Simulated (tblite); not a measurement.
C6H9 (doublet state).
Geometry (GFN2-xTB, Å), atoms numbered from 1 in this order:
```xyz
15
C6H9 angstrom
C     -1.9617   -0.7492    0.0346
C     -0.9403   -0.6043   -1.0094
C      0.2188    0.2315   -0.4423
C      0.0074    1.7169   -0.4278
C      1.2841   -0.3443    0.0230
C      2.3415   -0.9530    0.4631
H     -2.6797    0.0303    0.2069
H     -1.8548   -1.5083    0.7854
H     -0.5494   -1.5774   -1.3115
H     -1.3352   -0.0805   -1.8829
H     -0.1138    2.0871   -1.4462
H      0.8547    2.2215    0.0302
H     -0.8938    1.9642    0.1313
H      3.1919   -1.1507   -0.1715
H      2.4258   -1.2760    1.4895
```

Computed values, GFN2-xTB/tblite, gas phase, harmonic and unscaled. Errors from tens to a few hundred cm⁻¹ against measured bands are possible. One conformer, not necessarily the lowest. Open shells enter through the occupations alone, without spin polarisation, and single modes of such species can be off by tens of per cent.

Harmonic wavenumbers (cm⁻¹): 57.7, 127.4, 150.6, 184.2, 205.8, 265.1, 329.1, 443.6, 529.9, 556.8, 599.5, 767.2, 802.1, 850.4, 965.6, 980.9, 1031.2, 1047.7, 1109.7, 1156.3, 1210.3, 1252.6, 1321.0, 1394.7, 1402.6, 1449.9, 1460.7, 1479.1, 1488.2, 2068.4, 2956.4, 2976.5, 2995.8, 3015.9, 3042.5, 3061.5, 3064.9, 3125.3, 3165.3.

A = 5146, B = 2568, C = 1945 MHz; mass 81.070 u (most abundant isotopes); point group C1, symmetry number 1; spin multiplicity 2.

Problem. What is the zero-point energy?

Solution. ½Σν̃ = 27046 cm⁻¹ = 77.33 kcal/mol.

Problem. Entropy at 400 K, 1 bar (ideal gas, RRHO, classical rotation)?

Solution. Translation 40.58, rotation 27.80, vibration 28.74, spin (R ln 2) 1.38: S = 98.5 cal/(mol K).

Problem. And Cp and H(400 K) − H(0)?

Solution. Cp = 37.60 cal/(mol K), of which vibrations give 29.65 (their classical limit is 39 R = 77.5); H(400 K) − H(0) = 9.26 kcal/mol without the zero-point energy, 6.08 from vibrations.

Problem. Blend soft modes into free rotors: weight 1/[1 + (100 cm⁻¹/ν̃)⁴] for the oscillator and the rest for a rotor with moment μB/(μ + B), μ = h/(8π²ν), B = 10⁻⁴⁴ kg m². What vibrational entropy results?

Solution. 27.17 cal/(mol K) in place of 28.74, which changes −T·S at 400 K by +0.63 kcal/mol.

Problem. What must be added to the electronic energy to get the Gibbs energy at 400 K and 1 bar?

Solution. ZPE + [H(400 K) − H(0)] − T·S = 77.33 + 9.26 − 39.40 = 47.19 kcal/mol.

Hindered rotation and anharmonicity are outside this model. Other conformers, if any are populated, would add a mixing term that is left out. The structure is chiral; the term R ln 2 for an equal mix with its mirror image is left out.

The run took 0.26 s on an Arm Neoverse V2 with one thread, no GPU, shared host with 96 logical CPUs at a one-minute load of 55. The figure is for the frequency step alone.
